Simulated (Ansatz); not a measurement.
## Ansatz (development build ahead of 0.2.0) run

```yaml
crystal:
  periodic: [false, false, false]
  atoms:
    - { symbol: "N", position_ang: [0.00142, 0.0114, 0.01112] }
    - { symbol: H, position_ang: [-0.05046, -0.52333, 0.83967] }
    - { symbol: H, position_ang: [0.80485, 0.59901, -0.14275] }
    - { symbol: H, position_ang: [-0.88309, 0.41042, -0.30965] }
basis:
  gaussian: { orbitals: def2-SVP }
total_charge: 1
magnetization:
  spin_polarized: true
  initial_magnetization: 1
hamiltonian:
  xc: hf
correlation:
  method: mp2
  frozen_orbitals: { H: 0, "N": 1 }
output:
  forces: true
```

The input is written out in the form of the current development build from the run's settings.

Results

```yaml
Converged: yes
Reference_energy: -55.83088 hartree
Correlation_energy: -0.14204 hartree
Total_energy: -55.97292 hartree
Spin_squared_of_the_determinant: 0.759
Stability_test: minimum
```

Forces (eV/Å):
| atom | Fx | Fy | Fz |
| --- | --- | --- | --- |
| N1 | -0.921 | 1.646 | -0.596 |
| H2 | 0.150 | -1.588 | 1.530 |
| H3 | 1.149 | 0.184 | -0.401 |
| H4 | -0.378 | -0.242 | -0.532 |
